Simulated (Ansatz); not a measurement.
Reaction (silylene formation by 1,1-elimination): `[SiH3]C=S` → `C=S` + `[SiH2]`

Program: Ansatz. Geometries: PBE0-D4/def2-TZVP. ΔE: electronic, gas phase. CBS: MP2 limit from def2 TZ/QZ plus the TZ coupled-cluster correction, frozen cores. This one scheme is used for every species. DFT in def2-TZVPP. HSE06 is defined as in plane-wave codes.

`[SiH3]C=S`:

```xyz
7

Si   -0.181   -0.507    0.593
C     0.149    0.681   -0.827
S     1.596    1.307   -1.156
H     1.076   -0.759    1.332
H    -0.733   -1.772    0.036
H    -1.210    0.092    1.485
H    -0.698    0.959   -1.463
```

`C=S`:

Z-matrix (Å, degrees):
```
C
S 1 1.599
H 1 1.090 2 122.2
H 1 1.090 2 122.2 3 -180.0
```

`[SiH2]`:

Cartesian coordinates in Å:
```
Si -0.478 0.023 -0.527
H 0.192 -1.100 0.259
H 0.285 1.077 0.268
```

CCSD(T)/CBS gives +55.7 kcal/mol.

Task: Another level gave +60.1 kcal/mol. Which?
A. revPBE-D4/def2-TZVPP
B. CCSD(T)/def2-TZVPP
C. HSE06/def2-TZVPP
D. r2SCANh/def2-TZVPP

Result: D. r2SCANh 60.1, HSE06 57.0, CCSD(T)/def2-TZVPP 53.8, revPBE-D4 55.7 kcal/mol.

Task: What do rigid-rotor, harmonic-oscillator terms from PBE0-D4/def2-TZVP frequencies (298.15 K, 1 bar) make of the CCSD(T)/CBS value? (An estimate is asked.)

Result: The calculation gave: ΔZPE = -2.6 kcal/mol, ΔH = +54.3 kcal/mol, ΔS = 140 J/(mol·K), ΔG = +44.3 kcal/mol.

Largest T1 diagnostic among the species: 0.016.

From PBE to PBE0 (25 % exact exchange), in def2-TZVPP and without D4, ΔE moves by +1.6 kcal/mol. In def2-TZVPP, CCSD(T) changes the Hartree–Fock value by +3.1 kcal/mol (the triples alone add +1.2 kcal/mol) and MP2 by +8.2 kcal/mol.
